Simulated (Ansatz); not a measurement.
# Molecular dynamics of CH6BN

input.yaml

```yaml
crystal:
  periodic: [false, false, false]
  atoms:
    - { symbol: B, position_ang: [0.043081, -0.120576, 0.076038] }
    - { symbol: "N", position_ang: [-0.010675, 0.084543, 1.453496] }
    - { symbol: H, position_ang: [-0.863084, 0.005016, 1.991437] }
    - { symbol: H, position_ang: [0.800204, 0.327425, 2.009069] }
    - { symbol: C, position_ang: [1.380059, 0.008063, -0.744249] }
    - { symbol: H, position_ang: [1.592906, -0.936334, -1.273696] }
    - { symbol: H, position_ang: [1.268021, 0.770461, -1.534056] }
    - { symbol: H, position_ang: [2.263893, 0.268629, -0.140063] }
    - { symbol: H, position_ang: [-0.999805, -0.407327, -0.478775] }
basis:
  gaussian: { orbitals: def2-SVP }
hamiltonian:
  xc: pbe0
  dispersion: d4
md:
  timestep: 0.5
  n_steps: 166
  ensemble: nvt_nose_hoover
  temperature: 400.0
  initial_velocities: maxwell_boltzmann
  seed: 68530
  nose_hoover: { tau: 20.0, chain_length: 3 }
```

Launched with:

```bash
$ ansatz run input.yaml --threads 1 --pin off --max-ram 2048MiB --backend cpu --events-out ev --progress --plain --runs-dir out
```

It starts from a relaxed structure.

Output, in part (step lines, the closing report, with atoms numbered from 0):

```
md step     0: t =     0.00 fs  T =   400.0 K  F+E_penalty+E_count = -3296.07212800 eV  E_kin = 0.361928 eV  conserved = -3295.71020000 eV  (23 SCF iters)
[... lines left out ...]
Total energy: -3295.71480231 eV, -121.1152850690 hartree
Atom 0 at     0.073343    -0.142310     0.085313 Å, force     0.562032     1.932221     0.826863 eV/Å
Atom 1 at    -0.023828     0.069262     1.475328 Å, force    -2.285555    -0.614134    -0.743976 eV/Å
Atom 2 at    -0.975829     0.086774     1.908743 Å, force     1.401146    -0.060700    -0.457458 eV/Å
Atom 3 at     0.703139     0.275275     2.107594 Å, force     1.097725     0.179765     0.811263 eV/Å
Atom 4 at     1.392354     0.028391    -0.786742 Å, force    -0.035247    -1.215291     1.075548 eV/Å
Atom 5 at     1.682140    -1.056061    -0.939992 Å, force     0.013350     0.852676    -0.569897 eV/Å
Atom 6 at     1.093170     0.537997    -1.726783 Å, force     0.603465    -0.311303     0.206903 eV/Å
Atom 7 at     2.262214     0.488385    -0.238232 Å, force    -0.706615    -0.087423    -0.587579 eV/Å
Atom 8 at    -0.990967    -0.101301    -0.433932 Å, force    -0.650302    -0.675810    -0.561667 eV/Å
Dipole moment:     0.014018     0.025012     0.363076 e Å
```

The steps, from the saved trajectory:

```json
{"time (fs)": "0", "T (K)": "400", "potential energy less start (eV)": "0.000", "conserved less start (meV/atom)": "0.00"}
{"time (fs)": "2.5", "T (K)": "261", "potential energy less start (eV)": "0.128", "conserved less start (meV/atom)": "0.20"}
{"time (fs)": "5", "T (K)": "196", "potential energy less start (eV)": "0.188", "conserved less start (meV/atom)": "0.08"}
{"time (fs)": "7.5", "T (K)": "82", "potential energy less start (eV)": "0.295", "conserved less start (meV/atom)": "0.20"}
{"time (fs)": "10", "T (K)": "132", "potential energy less start (eV)": "0.254", "conserved less start (meV/atom)": "0.15"}
{"time (fs)": "12.5", "T (K)": "252", "potential energy less start (eV)": "0.159", "conserved less start (meV/atom)": "0.10"}
{"time (fs)": "15", "T (K)": "281", "potential energy less start (eV)": "0.157", "conserved less start (meV/atom)": "0.17"}
{"time (fs)": "17.5", "T (K)": "322", "potential energy less start (eV)": "0.146", "conserved less start (meV/atom)": "0.09"}
{"time (fs)": "20", "T (K)": "254", "potential energy less start (eV)": "0.237", "conserved less start (meV/atom)": "0.21"}
{"time (fs)": "22.5", "T (K)": "232", "potential energy less start (eV)": "0.279", "conserved less start (meV/atom)": "0.14"}
{"time (fs)": "25", "T (K)": "201", "potential energy less start (eV)": "0.327", "conserved less start (meV/atom)": "0.20"}
{"time (fs)": "27.5", "T (K)": "167", "potential energy less start (eV)": "0.377", "conserved less start (meV/atom)": "0.20"}
{"time (fs)": "30", "T (K)": "230", "potential energy less start (eV)": "0.334", "conserved less start (meV/atom)": "0.23"}
{"time (fs)": "32.5", "T (K)": "432", "potential energy less start (eV)": "0.175", "conserved less start (meV/atom)": "0.13"}
{"time (fs)": "35", "T (K)": "441", "potential energy less start (eV)": "0.190", "conserved less start (meV/atom)": "0.22"}
{"time (fs)": "37.5", "T (K)": "449", "potential energy less start (eV)": "0.199", "conserved less start (meV/atom)": "0.19"}
{"time (fs)": "40", "T (K)": "310", "potential energy less start (eV)": "0.336", "conserved less start (meV/atom)": "0.17"}
{"time (fs)": "42.5", "T (K)": "149", "potential energy less start (eV)": "0.489", "conserved less start (meV/atom)": "0.35"}
{"time (fs)": "45", "T (K)": "276", "potential energy less start (eV)": "0.381", "conserved less start (meV/atom)": "0.16"}
{"time (fs)": "47.5", "T (K)": "327", "potential energy less start (eV)": "0.350", "conserved less start (meV/atom)": "0.28"}
{"time (fs)": "50", "T (K)": "472", "potential energy less start (eV)": "0.236", "conserved less start (meV/atom)": "0.21"}
{"time (fs)": "52.5", "T (K)": "561", "potential energy less start (eV)": "0.176", "conserved less start (meV/atom)": "0.18"}
{"time (fs)": "55", "T (K)": "468", "potential energy less start (eV)": "0.275", "conserved less start (meV/atom)": "0.28"}
{"time (fs)": "57.5", "T (K)": "366", "potential energy less start (eV)": "0.376", "conserved less start (meV/atom)": "0.22"}
{"time (fs)": "60", "T (K)": "225", "potential energy less start (eV)": "0.512", "conserved less start (meV/atom)": "0.32"}
{"time (fs)": "62.5", "T (K)": "214", "potential energy less start (eV)": "0.529", "conserved less start (meV/atom)": "0.29"}
{"time (fs)": "65", "T (K)": "400", "potential energy less start (eV)": "0.374", "conserved less start (meV/atom)": "0.25"}
{"time (fs)": "67.5", "T (K)": "525", "potential energy less start (eV)": "0.285", "conserved less start (meV/atom)": "0.27"}
{"time (fs)": "70", "T (K)": "607", "potential energy less start (eV)": "0.232", "conserved less start (meV/atom)": "0.19"}
{"time (fs)": "72.5", "T (K)": "421", "potential energy less start (eV)": "0.418", "conserved less start (meV/atom)": "0.31"}
{"time (fs)": "75", "T (K)": "271", "potential energy less start (eV)": "0.561", "conserved less start (meV/atom)": "0.34"}
{"time (fs)": "77.5", "T (K)": "305", "potential energy less start (eV)": "0.541", "conserved less start (meV/atom)": "0.28"}
{"time (fs)": "80", "T (K)": "314", "potential energy less start (eV)": "0.546", "conserved less start (meV/atom)": "0.31"}
{"time (fs)": "82.5", "T (K)": "497", "potential energy less start (eV)": "0.400", "conserved less start (meV/atom)": "0.31"}
```

All steps were run. The conserved energy stayed within 0.46 meV per atom of its start (net change 0.27 meV per atom), so the integration is sound. A run of 0.083 ps of so small a system gives no equilibrium averages.

The same pairs are bonded in the first frame and the last. Pairs count as bonded within 1.25 times the sum of covalent radii (0.12 Å more for H–H).

Last frame:

```xyz
9
Properties=species:S:1:pos:R:3
B 0.073 -0.142 0.085
N -0.024 0.069 1.475
H -0.976 0.087 1.909
H 0.703 0.275 2.108
C 1.392 0.028 -0.787
H 1.682 -1.056 -0.940
H 1.093 0.538 -1.727
H 2.262 0.488 -0.238
H -0.991 -0.101 -0.434
```

Run time: 7.4 min on 1 thread of Intel(R) Xeon(R) Platinum 8259CL CPU @ 2.50GHz (Skylake/Cascade Lake), on a shared host, peak memory 0.14 GiB.
